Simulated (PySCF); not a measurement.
PySCF input file for BeH, SMILES [BeH], multiplicity 2, TDA-CAM-B3LYP/def2-TZVPD. The structure is a stationary point at PBE0-D3(BJ)/def2-TZVPD. The spin state was assumed, not searched.

```python
import numpy as np
from pyscf import gto, scf, dft, tdscf

mol = gto.M(
    atom='''
    Be    0.00000000    0.00000000   -0.27070159
    H     0.00000000    0.00000000    1.08280637
    ''',
    basis='def2-TZVPD',
    charge=0,
    spin=1,
    max_memory=1600,
    verbose=4,
)
mf = dft.UKS(mol, xc='cam-b3lyp').density_fit(auxbasis='def2-universal-jkfit')
mf.grids.level = 3
mf.conv_tol = 1e-9
mf.max_cycle = 100
mf.kernel()
fine, coarse = mf.grids, dft.Grids(mol).set(level=1).build(with_non0tab=True)
for _ in range(3):  # follow internal instabilities
    mf.grids = coarse
    mo, _, stable, _ = mf.stability(return_status=True, nroots=4)
    mf.grids = fine
    if stable:
        break
    mf.kernel(mf.make_rdm1(mo, mf.mo_occ))
mf.grids = dft.Grids(mol).set(level=1).build(with_non0tab=True)  # coarser grid for the response kernel
td = tdscf.TDA(mf)
td.nstates = 10
td.conv_tol = 1e-4
td.kernel(x0=td.get_init_guess(mf, 15))
td.analyze()
```

Program output:

```
PySCF version 2.14.0

[INPUT] verbose = 4
[INPUT] num. atoms = 2
[INPUT] num. electrons = 5
[INPUT] charge = 0
[INPUT] spin (= nelec alpha-beta = 2S) = 1
[INPUT] symmetry False subgroup None
[INPUT] Mole.unit = angstrom
[INPUT] Symbol           X                Y                Z      unit          X                Y                Z       unit  Magmom
[INPUT]  1 Be     0.000000000000   0.000000000000  -0.270701590000 AA    0.000000000000   0.000000000000  -0.511551866584 Bohr   0.0
[INPUT]  2 H      0.000000000000   0.000000000000   1.082806370000 AA    0.000000000000   0.000000000000   2.046207485234 Bohr   0.0

nuclear repulsion = 1.56386878114851
number of shells = 15
number of NR pGTOs = 42
number of NR cGTOs = 31
basis = def2-TZVPD
ecp = {}


******** <class 'pyscf.df.df_jk.DFUKS'> ********
method = DFUKS
initial guess = minao
damping factor = 0
level_shift factor = 0
DIIS = <class 'pyscf.scf.diis.CDIIS'>
diis_start_cycle = 1
diis_space = 8
diis_damp = 0
SCF conv_tol = 1e-09
SCF conv_tol_grad = None
SCF max_cycles = 100
direct_scf = False
number electrons alpha = 3  beta = 2
XC library pyscf.dft.libxc version 7.1.2
    S. Lehtola, C. Steigemann, M. J. T. Oliveira, and M. A. L. Marques,  SoftwareX 7, 1–5 (2018)
XC functionals = cam-b3lyp
    T. Yanai, D. P. Tew, and N. C. Handy,  Chem. Phys. Lett. 393, 51 (2004)
radial grids:
    Treutler-Ahlrichs [JCP 102, 346 (1995); DOI:10.1063/1.469408] (M4) radial grids

becke partition: Becke, JCP 88, 2547 (1988); DOI:10.1063/1.454033
pruning grids: <function nwchem_prune>
grids dens level: 3
symmetrized grids: False
atomic radii adjust function: <function treutler_atomic_radii_adjust>
small_rho_cutoff = 0
Set gradient conv threshold to 3.16228e-05
tot grids = 23536
******** <class 'pyscf.df.df.DF'> ********
auxbasis = def2-universal-jkfit
Create RSH-DF object <pyscf.df.df.DF object> for omega=0.33
******** <class 'pyscf.df.df.DF'> ********
auxbasis = auxmol.basis = def2-universal-jkfit
init E= -15.1736477455889
  alpha nocc = 3  HOMO = -0.135657811810567  LUMO = -0.0144972341001464
  beta  nocc = 2  HOMO = -0.448464761666301  LUMO = -0.135657811810565

WARN: HOMO -0.135657811810567 >= LUMO -0.135657811810565

cycle= 1 E= -15.2253437341475  delta_E= -0.0517  |g|= 0.0709  |ddm|= 0.635
  alpha nocc = 3  HOMO = -0.254516422885639  LUMO = -0.00920413414961784
  beta  nocc = 2  HOMO = -0.393502494121307  LUMO = -0.0597376940260066
  HOMO = -0.254516422886  LUMO = -0.059737694026  gap/eV = 5.30020
cycle= 2 E= -15.236290416332  delta_E= -0.0109  |g|= 0.024  |ddm|= 0.16
  alpha nocc = 3  HOMO = -0.252990506278138  LUMO = -0.00263548500097692
  beta  nocc = 2  HOMO = -0.394779100033686  LUMO = -0.0439365584065774
  HOMO = -0.252990506278  LUMO = -0.0439365584066  gap/eV = 5.68865
cycle= 3 E= -15.2383454119387  delta_E= -0.00205  |g|= 0.00886  |ddm|= 0.0739
  alpha nocc = 3  HOMO = -0.254893560443781  LUMO = -0.00230669434057169
  beta  nocc = 2  HOMO = -0.394452294655472  LUMO = -0.0417999986159447
  HOMO = -0.254893560444  LUMO = -0.0417999986159  gap/eV = 5.79857
cycle= 4 E= -15.2386226273449  delta_E= -0.000277  |g|= 0.0029  |ddm|= 0.0303
  alpha nocc = 3  HOMO = -0.254542118549479  LUMO = -0.00231530072556554
  beta  nocc = 2  HOMO = -0.395525748580461  LUMO = -0.0420903777572361
  HOMO = -0.254542118549  LUMO = -0.0420903777572  gap/eV = 5.78111
cycle= 5 E= -15.2386482874475  delta_E= -2.57e-05  |g|= 0.000788  |ddm|= 0.00915
  alpha nocc = 3  HOMO = -0.254641328564574  LUMO = -0.00216662780511599
  beta  nocc = 2  HOMO = -0.395528703345312  LUMO = -0.0419652142053089
  HOMO = -0.254641328565  LUMO = -0.0419652142053  gap/eV = 5.78721
cycle= 6 E= -15.2386498408247  delta_E= -1.55e-06  |g|= 9.14e-05  |ddm|= 0.00249
  alpha nocc = 3  HOMO = -0.254627543543999  LUMO = -0.00219167042152997
  beta  nocc = 2  HOMO = -0.395583027283646  LUMO = -0.0420105743622097
  HOMO = -0.254627543544  LUMO = -0.0420105743622  gap/eV = 5.78560
cycle= 7 E= -15.2386498549658  delta_E= -1.41e-08  |g|= 2.41e-05  |ddm|= 0.000297
  alpha nocc = 3  HOMO = -0.254625533833673  LUMO = -0.00218903535318404
  beta  nocc = 2  HOMO = -0.395574561254953  LUMO = -0.0420046005206398
  HOMO = -0.254625533834  LUMO = -0.0420046005206  gap/eV = 5.78571
cycle= 8 E= -15.238649856208  delta_E= -1.24e-09  |g|= 4.91e-06  |ddm|= 0.000105
  alpha nocc = 3  HOMO = -0.254625076749094  LUMO = -0.00218955660348663
  beta  nocc = 2  HOMO = -0.395575373518068  LUMO = -0.0420050800865877
  HOMO = -0.254625076749  LUMO = -0.0420050800866  gap/eV = 5.78568
cycle= 9 E= -15.2386498562571  delta_E= -4.9e-11  |g|= 6.73e-07  |ddm|= 2.36e-05
  alpha nocc = 3  HOMO = -0.254625248891313  LUMO = -0.00218958381901626
  beta  nocc = 2  HOMO = -0.395575026938243  LUMO = -0.0420051434540598
  HOMO = -0.254625248891  LUMO = -0.0420051434541  gap/eV = 5.78569
Extra cycle  E= -15.2386498562579  delta_E= -8.35e-13  |g|= 2.36e-07  |ddm|= 2.51e-06
converged SCF energy = -15.2386498562579  <S^2> = 0.75136769  2S+1 = 2.0013672
tot grids = 7560
uhf_internal: lowest eigs of H = [0.18263057 0.18263451 0.38904538 0.4031744 ]
<class 'pyscf.df.df_jk.DFUKS'> wavefunction is stable in the internal stability analysis
tot grids = 7560


******** <class 'pyscf.tdscf.uks.TDA'> for <class 'pyscf.df.df_jk.DFUKS'> ********
nstates = 10
deg_eia_thresh = 1.000e-03
wfnsym = None
conv_tol = 0.0001
eigh lindep = 1e-12
eigh level_shift = 0
eigh max_cycle = 100


Excitation energies (eV)
[2.5546054  2.5546054  5.5560335  5.82353901 5.98029254 6.12847966
 6.12847966 6.2761937  6.2761937  7.61079923]

** Excitation energies and oscillator strengths **
Excited State   1:      2.55461 eV    485.34 nm  f=0.0513
       3a ->    4a     -0.95877
       3a ->    8a      0.24723
Excited State   2:      2.55461 eV    485.34 nm  f=0.0513
       3a ->    5a      0.95877
       3a ->    9a     -0.24723
Excited State   3:      5.55603 eV    223.15 nm  f=0.0738
       3a ->    6a      0.47180
       3a ->    7a     -0.70484
       2b ->    3b     -0.50144
       2b ->    7b      0.11235
Excited State   4:      5.82354 eV    212.90 nm  f=0.0074
       3a ->    6a     -0.24646
       3a ->    7a     -0.66387
       3a ->   10a     -0.23997
       2b ->    3b      0.64415
       2b ->    7b     -0.10562
Excited State   5:      5.98029 eV    207.32 nm  f=0.0401
       3a ->    6a     -0.83564
       3a ->    7a     -0.19137
       3a ->   13a      0.10083
       2b ->    3b     -0.48341
       2b ->    7b      0.10382
Excited State   6:      6.12848 eV    202.31 nm  f=0.0030
       2a ->    4a     -0.55295
       2a ->    5a     -0.12435
       2a ->    8a      0.16687
       3a ->    4a      0.12992
       3a ->    8a      0.36408
       3a ->    9a      0.13420
       2b ->    4b      0.62811
       2b ->    8b     -0.23668
Excited State   7:      6.12848 eV    202.31 nm  f=0.0030
       2a ->    4a     -0.12435
       2a ->    5a      0.55295
       2a ->    9a     -0.16687
       3a ->    5a     -0.12992
       3a ->    8a      0.13420
       3a ->    9a     -0.36408
       2b ->    5b     -0.62811
       2b ->    9b      0.23668
Excited State   8:      6.27619 eV    197.55 nm  f=0.0158
       2a ->    4a      0.33486
       3a ->    4a      0.22661
       3a ->    8a      0.81363
       3a ->    9a      0.29408
       2b ->    4b     -0.20959
Excited State   9:      6.27619 eV    197.55 nm  f=0.0158
       2a ->    5a      0.33486
       3a ->    5a      0.22661
       3a ->    8a     -0.29408
       3a ->    9a      0.81363
       2b ->    5b     -0.20959
Excited State  10:      7.61080 eV    162.91 nm  f=0.2852
       2a ->    4a     -0.69173
       2a ->    8a      0.11475
       3a ->    8a      0.12111
       3a ->   12a     -0.10308
       2b ->    4b     -0.66637
       2b ->    8b      0.11584

** Transition electric dipole moments (AU) **
state          X           Y           Z        Dip. S.      Osc.
  1        -0.8847      0.1941     -0.0000      0.8204      0.0513
  2         0.1941      0.8847      0.0000      0.8204      0.0513
  3         0.0000     -0.0000      0.7361      0.5418      0.0738
  4         0.0000     -0.0000      0.2270      0.0515      0.0074
  5         0.0000      0.0000      0.5234      0.2740      0.0401
  6         0.1419      0.0069     -0.0000      0.0202      0.0030
  7         0.0069     -0.1419     -0.0000      0.0202      0.0030
  8         0.3201      0.0135     -0.0000      0.1026      0.0158
  9        -0.0135      0.3201      0.0000      0.1026      0.0158
 10        -1.2343      0.0762     -0.0000      1.5294      0.2852

** Transition velocity dipole moments (imaginary part, AU) **
state          X           Y           Z        Dip. S.      Osc.
  1        -0.0524      0.0115     -0.0000      0.0029      0.0205
  2         0.0115      0.0524      0.0000      0.0029      0.0205
  3         0.0000     -0.0000      0.1494      0.0223      0.0729
  4         0.0000     -0.0000      0.0795      0.0063      0.0197
  5         0.0000      0.0000      0.0980      0.0096      0.0292
  6         0.0247      0.0012     -0.0000      0.0006      0.0018
  7         0.0012     -0.0247     -0.0000      0.0006      0.0018
  8         0.0709      0.0030     -0.0000      0.0050      0.0146
  9        -0.0030      0.0709     -0.0000      0.0050      0.0146
 10        -0.2462      0.0152     -0.0000      0.0608      0.1450

** Transition magnetic dipole moments (imaginary part, AU) **
state          X           Y           Z
  1        -0.1922     -0.8761      0.0000
  2        -0.8761      0.1922     -0.0000
  3        -0.0000     -0.0000     -0.0000
  4         0.0000     -0.0000     -0.0000
  5         0.0000     -0.0000     -0.0000
  6         0.0039     -0.0806     -0.0000
  7        -0.0806     -0.0039     -0.0000
  8         0.0051     -0.1214     -0.0000
  9         0.1214      0.0051      0.0000
 10         0.0269      0.4365     -0.0000
```

The calculation finished and met its thresholds.

Cost: around 2.9 core-seconds (rough).
